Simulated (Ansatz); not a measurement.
```yaml
crystal:
  periodic: [false, false, false]
  atoms:
    - {symbol: N, position_ang: [0.094465, 1.213940, 0.464592]}
    - {symbol: C, position_ang: [-0.038134, 0.157466, -0.191210]}
    - {symbol: C, position_ang: [0.052083, -1.176945, 0.052339]}
    - {symbol: O, position_ang: [0.009552, -2.299027, -0.235953]}
    - {symbol: H, position_ang: [-0.068067, 2.030866, -0.131067]}
basis:
  gaussian: {orbitals: cc-pVTZ-PP}
hamiltonian: {xc: {name: BLYP}}
accuracy: high
```

```sh
$ ansatz run in.yaml --threads 2 --pin off --events-out ev --progress --plain --max-ram 4352MiB
```

Shortened log:

```
Functional definition: BLYP
Error: <dir> the basis set cc-pVTZ-PP has no functions for N
```

**Question.** Something in this input is off. What?

**Answer.** The basis set is misnamed or doesn't suit the job. The program refused the input.
